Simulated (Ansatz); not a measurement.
For hexagonal-diamond C (model structure), r²SCAN-D4 (Ansatz, a quantum-chemistry and plane-wave program, PAW) gives:

| Quantity | Result |
|---|---|
| lattice constant a | 2.499 Å |
| lattice parameter c | 4.162 Å |

Q: What does HSE06 (Ansatz, PAW) give for the same quantities?

A: 
- lattice constant a: 2.493 Å (drops by 0.2 %)
- lattice parameter c: 4.150 Å (drops by 0.3 %)

Changes are worked out from the printed values.

Unless a cell is named, each level is at its own relaxed cell (r²SCAN-D4 5.63, HSE06 5.59 Å³/atom).

Ansatz's density-functional and Hartree–Fock values are scalar-relativistic unless marked +SOC, with PAW data made under PBE.

A model structure was made by putting elements into a prototype or built by hand; here it ended with the formula and space group of a phase in our tables.
